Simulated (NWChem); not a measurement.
System: acetamide (C2H5NO); SMILES CC(N)=O

NWChem input:

```
start job
memory heap 200 mb stack 900 mb global 1100 mb
geometry units angstroms
  C     -1.212082    -0.337994    -0.722845
  C      0.003400     0.035326     0.098723
  N      1.176532    -0.123388    -0.563060
  O     -0.042824     0.438870     1.236506
  H     -1.150691    -1.380854    -1.024851
  H     -1.262697     0.283203    -1.614485
  H     -2.108120    -0.187641    -0.128872
  H      2.035875     0.100898    -0.090456
  H      1.218605    -0.460250    -1.507427
end
basis spherical
  * library def2-svp
end
dft
  xc xpbe96 cpbe96
  disp vdw 4
  iterations 150
end
driver
  maxiter 120
end
task dft optimize
task dft freq
```

Parts of the log:

```
             Northwest Computational Chemistry Package (NWChem) 7.3.0
             --------------------------------------------------------

 C1  symmetry detected

                             Geometry "geometry" -> ""
                             -------------------------

 Output coordinates in angstroms (scale by  1.889725989 to convert to a.u.)

  No.       Tag          Charge          X              Y              Z
 ---- ---------------- ---------- -------------- -------------- --------------
    1 C                    6.0000     0.05447003     1.39510175    -0.00000019
    2 C                    6.0000    -0.14378795    -0.10570872    -0.00013488
    3 N                    7.0000     1.01683491    -0.80737812     0.00030189
    4 O                    8.0000    -1.22287486    -0.64894530     0.00002386
    5 H                    1.0000     0.61376567     1.69630791    -0.88260808
    6 H                    1.0000     0.60858753     1.69639339     0.88636690
    7 H                    1.0000    -0.91361322     1.88612288    -0.00267062
    8 H                    1.0000     0.97753857    -1.81265614    -0.00072007
    9 H                    1.0000     1.91478351    -0.35931696    -0.00186190

 Effective nuclear repulsion energy (a.u.)     122.3217464020

                                Z-matrix (autoz)
                                --------

 Units are Angstrom for bonds and degrees for angles

[...]

      ----------------------
      Optimization converged
      ----------------------

  Step       Energy      Delta E   Gmax     Grms     Xrms     Xmax
  ---- ---------------- -------- -------- -------- -------- --------
@    5    -208.82025297 -4.8D-08  0.00004  0.00001  0.00041  0.00098
                                     ok       ok       ok       ok

                                Z-matrix (autoz)
                                --------

 Units are Angstrom for bonds and degrees for angles

[...]

 Rotational Constants
 --------------------
 A=   0.354367 cm-1  (  0.509844 K)
 B=   0.306909 cm-1  (  0.441564 K)
 C=   0.169822 cm-1  (  0.244331 K)

 Temperature                      =   298.15K
 frequency scaling parameter      =   1.0000

 Zero-Point correction to Energy  =   44.515 kcal/mol  (  0.070939 au)
 Thermal correction to Energy     =   47.332 kcal/mol  (  0.075428 au)
 Thermal correction to Enthalpy   =   47.924 kcal/mol  (  0.076372 au)

 Total Entropy                    =   67.432 cal/mol-K
   - Translational                =   38.130 cal/mol-K (mol. weight =  59.0371)
   - Rotational                   =   23.973 cal/mol-K (symmetry #  =        1)
   - Vibrational                  =    5.329 cal/mol-K

 Cv (constant volume heat capacity) =   14.955 cal/mol-K
   - Translational                  =    2.979 cal/mol-K
   - Rotational                     =    2.979 cal/mol-K
   - Vibrational                    =    8.997 cal/mol-K

[normal modes left out]

 ----------------------------------------------------------------------------
 Normal Eigenvalue ||           Projected Infra Red Intensities
  Mode   [cm**-1]  || [atomic units] [(debye/angs)**2] [(KM/mol)] [arbitrary]
 ------ ---------- || -------------- ----------------- ---------- -----------
    1      -43.811 ||    0.000677           0.016         0.660       0.206
    2       -0.000 ||    0.007382           0.170         7.196       2.249
    3       -0.000 ||    0.004700           0.108         4.582       1.432
    4        0.000 ||    0.003209           0.074         3.128       0.978
    5        0.000 ||    0.000449           0.010         0.438       0.137
    6        0.000 ||    0.000077           0.002         0.075       0.024
    7        0.000 ||    0.002730           0.063         2.661       0.832
    8      189.941 ||    0.181051           4.177       176.497      55.166
    9      407.321 ||    0.003052           0.070         2.975       0.930
   10      510.647 ||    0.006312           0.146         6.153       1.923
   11      540.055 ||    0.012746           0.294        12.425       3.884
   12      637.725 ||    0.006777           0.156         6.607       2.065
   13      821.069 ||    0.002961           0.068         2.886       0.902
   14      933.430 ||    0.004603           0.106         4.487       1.402
   15      995.921 ||    0.003553           0.082         3.463       1.083
   16     1072.044 ||    0.001023           0.024         0.998       0.312
   17     1282.204 ||    0.021709           0.501        21.163       6.615
   18     1343.998 ||    0.123856           2.857       120.741      37.739
   19     1391.679 ||    0.010986           0.253        10.710       3.347
   20     1404.964 ||    0.010395           0.240        10.134       3.167
   21     1532.605 ||    0.117789           2.717       114.826      35.890
   22     1780.190 ||    0.287308           6.628       280.082      87.543
   23     2979.065 ||    0.005557           0.128         5.417       1.693
   24     3061.874 ||    0.007436           0.172         7.249       2.266
   25     3121.225 ||    0.002209           0.051         2.153       0.673
   26     3503.174 ||    0.024114           0.556        23.507       7.348
   27     3644.155 ||    0.033456           0.772        32.614      10.194
 ----------------------------------------------------------------------------

 ===============================================================================
      Negative Nuclear Hessian Mode    1  Eigenvalue =    -43.81 cm**(-1)
 -------------------------------------------------------------------------------
   Raw step length:  0.509 angstroms ;  The Raw step for this mode is:
    1 C                    6.0000    -0.00001285    -0.00000576    -0.00170636
    2 C                    6.0000     0.00002922    -0.00000703    -0.00685644
    3 N                    7.0000     0.00000797    -0.00002374    -0.02442094
    4 O                    8.0000     0.00001062     0.00003384     0.02632477
    5 H                    1.0000     0.25531236    -0.00486155     0.15927429
    6 H                    1.0000    -0.25648344     0.00504346     0.15778239
    7 H                    1.0000     0.00070858    -0.00007847    -0.27402233
    8 H                    1.0000    -0.00002273    -0.00006183     0.01681402
    9 H                    1.0000     0.00001094    -0.00009669    -0.03637262

  Geometry after  100.0% step for mode  1; Step length =  0.509 angstroms
   Maximum component (any atom: x,y, or z) displacement:  0.518
    1 C                    6.0000     0.04926940     1.40561424    -0.00159121
    2 C                    6.0000    -0.13862237    -0.10905655    -0.00695803
    3 N                    7.0000     1.03179412    -0.82881314    -0.02419556
    4 O                    8.0000    -1.23894109    -0.64894426     0.02636588
    5 H                    1.0000     0.87173999     1.73341792    -0.73428167
    6 H                    1.0000     0.35461341     1.74319986     1.05498317
    7 H                    1.0000    -0.94522465     1.88236305    -0.27670364
    8 H                    1.0000     0.96966277    -1.84697260     0.01604271
    9 H                    1.0000     1.95097329    -0.39094561    -0.03814795

  Geometry after -100.0% step for mode  1; Step length =  0.509 angstroms
   Maximum component (any atom: x,y, or z) displacement:  0.518
    1 C                    6.0000     0.04929509     1.40562576     0.00182152
    2 C                    6.0000    -0.13868082    -0.10904250     0.00675485
    3 N                    7.0000     1.03177818    -0.82876567     0.02464631
    4 O                    8.0000    -1.23896233    -0.64901195    -0.02628366
    5 H                    1.0000     0.36111527     1.74314103    -1.05283025
    6 H                    1.0000     0.86758028     1.73311294     0.73941839
    7 H                    1.0000    -0.94664180     1.88251998     0.27134102
    8 H                    1.0000     0.96970823    -1.84684893    -0.01758533
    9 H                    1.0000     1.95095142    -0.39075222     0.03459729

  Geometry after   50.0% step for mode  1; Step length =  0.255 angstroms
   Maximum component (any atom: x,y, or z) displacement:  0.259
    1 C                    6.0000     0.04927582     1.40561712    -0.00073803
    2 C                    6.0000    -0.13863698    -0.10905303    -0.00352981
    3 N                    7.0000     1.03179013    -0.82880128    -0.01198509
    4 O                    8.0000    -1.23894640    -0.64896118     0.01320350
    5 H                    1.0000     0.74408381     1.73584870    -0.81391881
    6 H                    1.0000     0.48285513     1.74067813     0.97609197
    7 H                    1.0000    -0.94557894     1.88240228    -0.13969247
    8 H                    1.0000     0.96967414    -1.84694168     0.00763570
    9 H                    1.0000     1.95096782    -0.39089726    -0.01996164

  Geometry after  -50.0% step for mode  1; Step length =  0.255 angstroms
   Maximum component (any atom: x,y, or z) displacement:  0.259
    1 C                    6.0000     0.04928867     1.40562288     0.00096834
    2 C                    6.0000    -0.13866621    -0.10904601     0.00332663
    3 N                    7.0000     1.03178216    -0.82877754     0.01243584
    4 O                    8.0000    -1.23895702    -0.64899503    -0.01312127
    5 H                    1.0000     0.48877145     1.74071025    -0.97319310
    6 H                    1.0000     0.73933857     1.73563467     0.81830959
    7 H                    1.0000    -0.94628752     1.88248075     0.13432985
    8 H                    1.0000     0.96969687    -1.84687985    -0.00917832
    9 H                    1.0000     1.95095688    -0.39080057     0.01641098

  Geometry after   38.6% step for mode  1; Step length =  0.197 angstroms
   Maximum component (any atom: x,y, or z) displacement:  0.200
    1 C                    6.0000     0.04927728     1.40561778    -0.00054389
    2 C                    6.0000    -0.13864031    -0.10905224    -0.00274975
    3 N                    7.0000     1.03178923    -0.82879858    -0.00920671
    4 O                    8.0000    -1.23894761    -0.64896503     0.01020851
    5 H                    1.0000     0.71503674     1.73640180    -0.83203956
    6 H                    1.0000     0.51203543     1.74010433     0.95814096
    7 H                    1.0000    -0.94565956     1.88241121    -0.10851676
    8 H                    1.0000     0.96967672    -1.84693465     0.00572276
    9 H                    1.0000     1.95096658    -0.39088626    -0.01582350

  Geometry after  -38.6% step for mode  1; Step length =  0.197 angstroms
   Maximum component (any atom: x,y, or z) displacement:  0.200
    1 C                    6.0000     0.04928721     1.40562223     0.00077420
    2 C                    6.0000    -0.13866288    -0.10904681     0.00254657
    3 N                    7.0000     1.03178307    -0.82878024     0.00965746
    4 O                    8.0000    -1.23895581    -0.64899118    -0.01012628
    5 H                    1.0000     0.51781852     1.74015715    -0.95507236
    6 H                    1.0000     0.71015826     1.73620847     0.83626060
    7 H                    1.0000    -0.94620690     1.88247182     0.10315414
    8 H                    1.0000     0.96969428    -1.84688689    -0.00726538
    9 H                    1.0000     1.95095813    -0.39081157     0.01227284

  Geometry after   19.3% step for mode  1; Step length =  0.098 angstroms
   Maximum component (any atom: x,y, or z) displacement:  0.100
    1 C                    6.0000     0.04927977     1.40561889    -0.00021437
    2 C                    6.0000    -0.13864595    -0.10905088    -0.00142567
    3 N                    7.0000     1.03178769    -0.82879399    -0.00449067
    4 O                    8.0000    -1.23894966    -0.64897157     0.00512481
    5 H                    1.0000     0.66573219     1.73734064    -0.86279776
    6 H                    1.0000     0.56156614     1.73913037     0.92767087
    7 H                    1.0000    -0.94579639     1.88242636    -0.05559904
    8 H                    1.0000     0.96968111    -1.84692271     0.00247572
    9 H                    1.0000     1.95096446    -0.39086759    -0.00879942

  Geometry after  -19.3% step for mode  1; Step length =  0.098 angstroms
   Maximum component (any atom: x,y, or z) displacement:  0.100
    1 C                    6.0000     0.04928473     1.40562111     0.00044468
    2 C                    6.0000    -0.13865724    -0.10904816     0.00122249
    3 N                    7.0000     1.03178461    -0.82878482     0.00494142
    4 O                    8.0000    -1.23895376    -0.64898464    -0.00504259
    5 H                    1.0000     0.56712307     1.73921832    -0.92431416
    6 H                    1.0000     0.66062756     1.73718244     0.86673069
    7 H                    1.0000    -0.94607006     1.88245667     0.05023641
    8 H                    1.0000     0.96968989    -1.84689883    -0.00401834
    9 H                    1.0000     1.95096024    -0.39083024     0.00524876
```

Level: PBE-D3(BJ)/def2-SVP. The optimisation ended at a saddle point (imaginary frequency).
